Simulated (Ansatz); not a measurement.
Consider the formal loss of a carbene: `CCC(N)=O` → `[CH2]` (triplet) + `CC(N)=O`.

Program: Ansatz. Geometries: PBE0-D4/def2-TZVP. ΔE: electronic, gas phase. CCSD(T)/CBS is the MP2 limit (def2-TZVPP, def2-QZVPP) plus CCSD(T) − MP2 in def2-TZVPP, frozen cores. This one scheme is used for every species. Functionals use def2-TZVPP. Triplets are unrestricted, without spin–orbit coupling. One conformer a species, not always the lowest.

| level | ΔE (kJ/mol) |
| --- | --- |
| RPA@PBE/def2-TZVPP | 420.4 |
| HF/def2-TZVPP | 289.3 |

(1) What does CCSD(T)/CBS give? (Best estimate.)

(2) What do rigid-rotor, harmonic-oscillator terms from PBE0-D4/def2-TZVP frequencies (298.15 K, 1 bar) make of the CCSD(T)/CBS value? (An estimate is asked.)

Largest T1 diagnostic among the species: 0.014.

Results:

(1) Ansatz gave: +436.5 kJ/mol. The listed levels differ from it by -16.1, -147.2 kJ/mol.

(2) Ansatz gave: ΔZPE = -30.0 kJ/mol, ΔH = +413.4 kJ/mol, ΔS = 168 J/(mol·K), ΔG = +363.3 kJ/mol. Open shells count their whole term as degenerate. Modes under 50 cm⁻¹ make the entropy rough.

From r2SCAN to r2SCAN0 (25 % exact exchange), in def2-TZVPP and without D4, ΔE moves by −3.3 kJ/mol. In def2-TZVPP, CCSD(T) changes the Hartree–Fock value by +136.8 kJ/mol (the triples alone add +11.1 kJ/mol) and MP2 by +149.1 kJ/mol.
